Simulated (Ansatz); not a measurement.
The first iterations of a band of H2O + H5NSi (10 atoms, charge 0, multiplicity 1).

The calculation used RKS PBE-D4/6-31G* (Ansatz).

| Property | Result |
| --- | --- |
| movable images | 5 |
| climbing image | yes |
| spring | 5.0 eV/Å² |
| optimiser | quadratic models (default) |
| start path | through a guess of the saddle point |
| force threshold | 0.5 eV/Å |
| iteration limit | 60 |
| end points | relaxed |

First end point:

```xyz
10
Properties=species:S:1:pos:R:3
Si 0.362 -0.073 -0.146
H 0.517 0.018 1.340
H 1.734 -0.304 -0.729
H -0.188 1.186 -0.725
N -0.809 -1.364 -0.476
H -0.539 -2.298 -0.157
H -1.110 -1.431 -1.452
O -2.774 0.145 1.009
H -2.278 -0.537 0.485
H -2.561 -0.102 1.930
```

Last end point:

```xyz
10
Properties=species:S:1:pos:R:3
Si -0.331 0.156 -0.662
H -1.303 -1.224 3.092
H 1.062 0.528 -0.254
H -0.645 0.692 -2.033
N -0.658 -1.540 -0.809
H -0.324 -2.217 -0.124
H -0.761 -1.954 -1.734
O -1.245 0.861 0.561
H -2.194 0.638 0.490
H -1.247 -0.700 2.553
```

| iteration | highest image above the first end (eV) | largest band force component (eV/Å) |
| --- | --- | --- |
| 1 | 4.260 | 8.766 |
| 2 | 2.561 | 2.969 |
| 3 | 1.757 | 2.442 |
| 4 | 1.180 | 1.596 |
| 5 | 1.221 | 3.377 |

**Question.** Does the band converge within its limit, and where does its top end?

**Answer.** The forces met the threshold. It ended after 16 iterations with the highest image 1.457 eV above the first end. The threshold of 0.5 eV/Å is loose, so the images may lie well off the minimum-energy path. Beside the main top the profile has a ripple of under 15 meV (maxima at images 2, 4), which may be a very shallow well or noise. Neighbouring images differ by up to 2.0 eV, so the band resolves the path poorly. The order of the stationary point at the top wasn't checked. The orbitals stay closed-shell, which can raise the energy where a bond breaks towards radicals; this wasn't checked here.

The run took 2.5 min on 1 thread of Arm Neoverse V1 (shared host), peak memory 0.12 GiB.
